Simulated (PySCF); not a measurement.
Molecule: SMILES FBCl, BClFH.

Cartesian coordinates in Å; atom numbers follow the order of the lines, from 1:
```xyz
4

F    -0.711   -0.194    0.105
B     0.201    0.746    0.104
Cl    1.882    0.281    0.112
H    -0.126    1.902    0.097
```

Geometry PBE0-D3(BJ)/def2-SVP throughout; GIAO in PySCF, gas phase, one conformer, non-relativistic; equivalent atoms averaged; functional PBE0.

(1) How do the absolute shieldings σ depend on the basis set? (ppm; last column core-seconds on shared hosts with different chips, so compare them loosely)

(2) Which nucleus moves most, in ppm?

(3) Taking the largest basis, pcSseg-3 (253 functions), as the yardstick, rank the others by their worst heavy-atom deviation.

Answers

(1) 
```
    basis set  functions     F1    B2    Cl3     H4  core-s
       STO-3G         20  206.1  93.7  981.5  27.17     0.6
        6-31G         33  165.6  71.8  736.3  26.58     1.1
     pcSseg-0         33  148.7  55.4  732.2  26.33     1.8
       6-31G*         48  193.7  73.2  767.4  26.45     1.4
     def2-SVP         51  199.1  72.0  770.0  26.20     1.4
      cc-pVDZ         51  190.3  74.6  770.9  25.95     2.5
     pcSseg-1         63  174.4  59.5  725.5  25.88     2.3
  aug-cc-pVDZ         82  200.4  72.9  763.3  25.60     3.9
6-311+G(2d,p)         95  187.2  62.8  735.0  25.90     2.7
    def2-TZVP        105  182.6  62.0  719.2  25.84     3.3
      cc-pVTZ        108  183.4  62.9  744.9  25.78     4.8
     IGLO-III        124  183.1  58.1  724.5  25.78     5.2
     pcSseg-2        129  181.0  57.1  730.0  25.75     3.1
     pcSseg-3        253  181.4  56.6  730.8  25.61      17
```

(2) Cl3 (chlorine bonded to B): from 719.2 ppm with def2-TZVP to 981.5 ppm with STO-3G. The smallest spread is 1.57 ppm, at H4.

(3) pcSseg-2 0.8 ppm (129 functions), 6-311+G(2d,p) 6.2 ppm (95 functions), IGLO-III 6.3 ppm (124 functions), pcSseg-1 7.0 ppm (63 functions), def2-TZVP 11.6 ppm (105 functions), cc-pVTZ 14.1 ppm (108 functions), 6-31G 15.8 ppm (33 functions), aug-cc-pVDZ 32.4 ppm (82 functions), pcSseg-0 32.8 ppm (33 functions), 6-31G* 36.5 ppm (48 functions), def2-SVP 39.2 ppm (51 functions), cc-pVDZ 40.1 ppm (51 functions), STO-3G 250.6 ppm (20 functions).

A small basis that lands close on one nucleus may do so by chance; judge by the trend and by all nuclei.
